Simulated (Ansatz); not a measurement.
Input file:

```yaml
crystal:
  periodic: [false, false, false]
  atoms:
    - {symbol: B, position_ang: [0.000000, -0.080006, 0.000000]}
    - {symbol: H, position_ang: [0.000000, 0.429067, -1.077008]}
    - {symbol: H, position_ang: [0.000000, 0.429067, 1.077008]}
basis:
  gaussian: {orbitals: aug-cc-pVDZ}
total_charge: -1
magnetization: {spin_polarized: false, initial_magnetization: 2}
correlation: {method: fic_mrcisd_q, electrons: outside_noble_gas, active_space: {window: {electrons: 6, orbitals: 6}, shells: [{species: B, l: s, shell: 2}, {species: B, l: p, shell: 2}, {species: H, l: s, shell: 1}]}}
```

```sh
$ ansatz run in.yaml --threads 1 --pin off --events-out ev --progress --plain --max-ram 2393MiB
```

Log:

```
659 factors; integrals over basis functions are off by at most 1.1e-7 eV
mean field evaluation 1: about -697.0582 eV, gradient 1.7e1 eV
mean field evaluation 2: about -697.0636 eV, gradient 1.7e1 eV
mean field evaluation 4: about -700.2259 eV, gradient 2.2e0 eV
mean field evaluation 8: about -700.3165 eV, gradient 2.4e-1 eV
mean field evaluation 16: about -699.4770 eV, gradient 4.0e-2 eV
mean field evaluation 32: about -699.5362 eV, gradient 5.3e-1 eV
mean field evaluation 64: about -700.1954 eV, gradient 2.1e0 eV
mean field -700.31760162 eV, -25.7361971673 hartree, gradient 7.1e-6 eV, S^2 2.000000; 12 other end points of the search recorded, 0 dependent functions left out
reference -700.31760162 eV, -25.7361971673 hartree; 5, 3 occupied and 36, 38 virtual orbitals, 659 factors
state -701.08968397 eV, -25.7645706702 hartree
contracted CI cycle   1: correlation 0.00000000 eV, 0.0000000000 hartree, residual 1.10e1 eV
contracted CI cycle   2: correlation -2.07262564 eV, -0.0761675873 hartree, residual 2.52e0 eV
contracted CI cycle   3: correlation -2.19183501 eV, -0.0805484509 hartree, residual 6.56e-1 eV
contracted CI cycle   4: correlation -2.20299859 eV, -0.0809587051 hartree, residual 2.33e-1 eV
contracted CI cycle   5: correlation -2.20450422 eV, -0.0810140359 hartree, residual 9.50e-2 eV
contracted CI cycle   6: correlation -2.20472694 eV, -0.0810222205 hartree, residual 3.43e-2 eV
contracted CI cycle   7: correlation -2.20475434 eV, -0.0810232274 hartree, residual 1.21e-2 eV
contracted CI cycle   8: correlation -2.20475774 eV, -0.0810233524 hartree, residual 4.10e-3 eV
contracted CI cycle   9: correlation -2.20475813 eV, -0.0810233670 hartree, residual 1.44e-3 eV
contracted CI cycle  10: correlation -2.20475818 eV, -0.0810233686 hartree, residual 5.00e-4 eV
state -701.08968397 eV, -25.7645706702 hartree; corrected -703.41770577 eV, -25.8501238933 hartree
Total energy: -703.41770577 eV, -25.8501238933 hartree
Checks for a lower state left out: starts, orbital_swaps
```

For the same geometry and basis UCCSDT(Q) lies 13.9 meV lower.

Ran on 1 thread of Arm Neoverse V2, shared host: 0.93 s wall, 0.15 GiB peak host memory.
